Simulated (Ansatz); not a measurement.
Crystal: Ir₂O₃, cubic X2O3 (oxygen-deficient fluorite) type, 10 atoms in the cell.

Space group Pn-3m, simple cubic cell, positions in fractions of the edge: Ir (0.25 0.25 0.25), (0.75 0.75 0.25), (0.75 0.25 0.75), (0.25 0.75 0.75); O (0.5 0 0), (0 0.5 0), (0 0 0.5), (0.5 0.5 0), (0.5 0 0.5), (0 0.5 0.5).

The calculation used PBE, plane waves, PAW datasets (earlier set, tuned by hand) in Ansatz.

Cutoff 930 eV; k-mesh 12×12×12 Γ-centred; Fermi–Dirac smearing of 0.0612 eV; no spin polarisation; no spin–orbit coupling.

```
V (Å³/atom)   a (Å)  E − E(min) (meV/atom)  P (GPa)
     10.441  4.7089                  35.57    18.29
     10.664  4.7421                  15.06    11.42
     10.886  4.7748                   3.54     5.32
     11.108  4.8070                   0.00    -0.10
     11.330  4.8389                   3.55    -4.92
     11.552  4.8703                  13.39    -9.19
     11.774  4.9013                  28.81   -12.97
```

(1) Fit a third-order Birch–Murnaghan equation of state to the energies.

Results:

(1) V₀ = 11.103 Å³/atom (a₀ = 4.806 Å), B₀ = 256 GPa, B₀′ = 4.94.

The published all-electron PBE values for this crystal (mean of FLEUR and WIEN2k, k-spacing 0.06 Å⁻¹; Bosoni et al., Nat. Rev. Phys. 6, 45 (2024)) are V₀ = 11.104 Å³/atom, B₀ = 255.8 GPa, B₀′ = 4.93. This run's mesh is coarser (spacing 0.11 Å⁻¹), so part of any difference comes from k-sampling.

The stress includes the program's correction for the finite plane-wave basis.

This cubic structure is a model: it isn't the usual form of the substance at ambient conditions, and such phases are metastable or hypothetical. The k-mesh is modest, so these values aren't fully converged in k.
